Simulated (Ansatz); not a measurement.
# ClH3NSi: the cost of one run

All numbers below are computed with Ansatz 0.2.0 (UKS PBE0/def2-mTZVP).

### 1 The structure to begin with

Bond lengths: N1–Si2 1.654 Å, Si2–Cl3 2.026 Å, N1–H4 1.079 Å, N1–H5 1.015 Å, Si2–H6 1.494 Å. Angles: N1–Si2–Cl3 103.7°, N1–Si2–H6 105.8°, Cl3–Si2–H6 106.9°, Si2–N1–H4 108.5°, Si2–N1–H5 113.5°, H4–N1–H5 105.2°.

Coordinates:

```xyz
6

N    -0.8134    0.2252   -0.4866
Si   -0.0527   -0.3221    0.8757
Cl    1.5246   -1.3709    0.1573
H    -0.2048    0.9959   -0.9327
H    -0.9137   -0.4838   -1.2059
H     0.5020    0.8918    1.5460
```

### 2 End point A

Input file input.yaml:

```yaml
crystal:
  periodic: [false, false, false]
  atoms:
    - { symbol: "N", position_ang: [-0.8134, 0.2252, -0.4866] }
    - { symbol: Si, position_ang: [-0.0527, -0.3221, 0.8757] }
    - { symbol: Cl, position_ang: [1.5246, -1.3709, 0.1573] }
    - { symbol: H, position_ang: [-0.2048, 0.9959, -0.9327] }
    - { symbol: H, position_ang: [-0.9137, -0.4838, -1.2059] }
    - { symbol: H, position_ang: [0.502, 0.8918, 1.546] }
magnetization:
  spin_polarized: true
  initial_magnetization: 1
basis:
  gaussian: { orbitals: def2-mTZVP }
hamiltonian:
  xc: pbe0
relax:
  f_tol: 0.02
  max_steps: 50
```

Launch:

```
> ansatz run input.yaml --threads 2 --pin off --max-ram 3072MiB --backend cpu --events-out ev --progress --plain --runs-dir out
```

What time and memory should one allow on 2 threads of Arm Neoverse V1, shared host?

About 19 s, with a peak of 0.17 GiB.
